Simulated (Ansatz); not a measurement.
Results of r²SCAN-D4 (plane waves, PAW; Ansatz, an electronic-structure program) for PdS2 (Pbca, No. 61).

Run with plane-wave cutoff 500 eV, 8×8×6 k mesh (along the axes of the cell as run), Fermi–Dirac smearing 0.05 eV, scalar-relativistic PAW data made under PBE.

Computed at the level's own relaxed cell.

Question: Estimate the volume per atom and band gap that the calculation returns.

Answer: 
- volume per atom = 19.35 Å³/atom
- band gap = 0.21 eV (on the SCF k mesh)

Measured, for comparison: band gap 0.7 eV (temperature not stated, not corrected to a static lattice, indirect, bulk, cited; as tabulated in Two-dimensional noble-metal chalcogenides and phosphochalcogenides, Angew. …).

Note: a distance lies near a switch of the dispersion term, which can move the cell.

Spin–orbit coupling is not included.

The computed numbers hold no vibrational or temperature effects.

Computing time: about 22 core-minutes (a rough figure).
